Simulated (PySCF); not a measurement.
Species: C3H4F2.
Structure used (PBE0-D3(BJ)/def2-SVP), in Å, numbered top down from 1:
```xyz
9
C3H4F2 angstrom
F     -0.7585   -1.1321    1.3234
C     -0.5507   -0.6412    0.0826
C      0.8342   -0.1861   -0.2565
C     -0.2564    0.8164   -0.0354
F     -0.2215    1.5347    1.1077
H     -1.1707   -1.1340   -0.6745
H      1.5522   -0.2636    0.5649
H      1.2391   -0.3481   -1.2587
H     -0.6614    1.3862   -0.8789
```

Theory: TDDFT CAM-B3LYP/def2-SVPD, vertical, gas phase, core orbitals frozen in the response (PySCF).

Orbital energies (eV): HOMO-3 -13.22, HOMO-2 -12.81, HOMO-1 -10.18, HOMO -9.84, LUMO 1.22, LUMO+1 1.93, LUMO+2 2.15.

Question: Among the lowest singlets, which states do these configurations lead, and at what energies: HOMO→LUMO+1, HOMO-1→LUMO, HOMO-1→LUMO+2, HOMO→LUMO, HOMO→LUMO+2?

Answer: 

```
state  leading configuration  weight  Δε (eV)  E (eV)  E − Δε (eV)       f  other configurations
   S1              HOMO→LUMO    0.80    11.06    7.54        -3.52  0.0009                     –
   S2            HOMO-1→LUMO    0.81    11.41    7.91        -3.50  0.0006                     –
   S5            HOMO→LUMO+1    0.67    11.77    8.89        -2.88   0.023           H→L+3 (28%)
   S6            HOMO→LUMO+2    0.96    11.99    8.93        -3.07  0.0013                     –
   S8          HOMO-1→LUMO+2    0.93    12.34    9.26        -3.08   0.050                     –
```

E − Δε runs from -3.52 to -2.88 eV. Among themselves, these states come in the order of their orbital differences. Δε is the difference of the two orbital energies.

H and L stand for HOMO and LUMO. The other states: S3 8.44 eV, f 0.0089, H→L+3 (59%), H→L+1 (21%), H→L (15%); S4 8.73 eV, f 0.0001, H-1→L+3 (46%), H-1→L+1 (36%), H-1→L (13%); S7 9.11 eV, f 0.029, H-1→L+1 (56%), H-1→L+3 (40%); S9 9.77 eV, f 0.0037, H→L+4 (91%); S10 10.02 eV, f 0.0065, H-1→L+4 (82%).

Triplets, Tamm–Dancoff:

```tsv
state	E (eV)	λ (nm)	main configurations (H = HOMO, L = LUMO)
T1	7.15	173.4	H→L (64%), H→L+3 (16%), H→L+1 (8%)
T2	7.63	162.5	H-1→L (73%), H-1→L+3 (10%)
T3	8.12	152.6	H→L+3 (60%), H→L (28%)
T4	8.44	146.9	H-1→L+3 (45%), H-1→L+1 (28%), H-1→L (19%)
```

Summed over the main configurations (up to three a state, each over 8%) of all 10 singlets, the electron leaves HOMO with weight 4.58 and HOMO-1 with weight 4.47.

The vertical ionisation energy (ΔSCF) is 10.97 eV, 0.94 eV above S10.
